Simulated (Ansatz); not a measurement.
# What a trial cell of LiOs relaxes into

Level of theory: Ansatz, DFT r2SCAN, scalar-relativistic, plane waves, PAW. Cutoff 500 eV, Γ-centred k mesh, Gaussian smearing, no spin polarisation in the final step.

The start puts LiOs on the caesium chloride structure type (Pm-3m, No. 221), with Li in place of Cs, Os in place of Cl, at a guessed volume.

```xyz
2
Lattice="2.9668 0.0000 0.0000 0.0000 2.9668 0.0000 0.0000 0.0000 2.9668" Properties=species:S:1:pos:R:3 pbc="T T T"
Li    0.0000    0.0000    0.0000
Os    1.4834    1.4834    1.4834
```

Cell and atoms relax at zero pressure; the relaxation can't lower the symmetry of the start. After a coarse first stage the cell is made exact in the group found at 0.06 Å.

The zero of energy is the elements' standard structures at the same level; no fitted shifts are applied.

(1) What does it relax into?

(2) What are its volume, energy, density and gap?

## Answers

(1) It keeps Pm-3m (No. 221). The result has the caesium chloride structure. Conventional cell: a = 2.863 Å. Li has 8 Os at 2.48 Å and 6 Li at 2.86 Å; around Os lie 8 Li at 2.48 Å and 6 Os at 2.86 Å.

```xyz
2
Lattice="2.8626 0.0000 0.0000 0.0000 2.8626 0.0000 0.0000 0.0000 2.8626" Properties=species:S:1:pos:R:3 pbc="T T T"
Li    0.0000    0.0000    0.0000
Os    1.4313    1.4313    1.4313
```

(2) The volume per atom is 11.73 Å³ and the density is 13.96 g/cm³. The energy over the elements is 0.86 eV/atom. The gap on the 20×20×20 mesh is 0 eV (a metal).

The final run used a 20×20×20 mesh on its 2-atom cell and 0.10 eV smearing. For metals, differences of a few meV/atom aren't resolved. Spin–orbit coupling is left out. Symmetry constrained the relaxation, so the result can be a saddle point. The steps took of the order of 50 core-seconds in all.

Cost: 3 runs of about 0.87 core-minutes in all, on Arm Neoverse V2 (shared hosts).